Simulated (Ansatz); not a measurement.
CH6NSi, SMILES `CN[SiH2]` radical. Total charge 0; spin multiplicity 2. The structure was optimised at the PBE0-D4/def2-TZVP level.

```xyz
9

C    -0.645   -0.868    0.562
N    -0.388    0.311   -0.233
Si    1.147    0.724   -0.892
H     0.268   -1.161    1.085
H    -0.977   -1.728   -0.033
H    -1.406   -0.667    1.322
H    -1.208    0.676   -0.692
H     2.152    0.561    0.203
H     1.057    2.152   -1.323
```

Question: What is the dipole moment at PBE/def2-TZVPP? (Best estimate.)

Answer: Ansatz gave: 1.82 D, with components (-1.65, -0.64, 0.42) D in this frame, pointing from negative to positive charge.

Question: And with r2SCAN, B3LYP, ωB97M-V? (Estimate.)

Answer: Computed: r2SCAN 1.75 D, B3LYP 1.71 D, ωB97M-V 1.63 D.

Question: Give the Mulliken charges with PBE, B3LYP, r2SCAN in def2-TZVPP. (Best estimate.)

Answer: The calculation gave: 
```tsv
atom	PBE	B3LYP	r2SCAN
C1	-0.18	-0.17	-0.03
N2	-0.22	-0.27	-0.31
Si3	0.09	0.16	0.19
H4	0.09	0.09	0.05
H5	0.10	0.10	0.06
H6	0.09	0.10	0.05
H7	0.14	0.12	0.13
H8	-0.06	-0.07	-0.08
H9	-0.05	-0.07	-0.07
```

B3LYP here is the variant with VWN-RPA as its local correlation; programs differ in this.
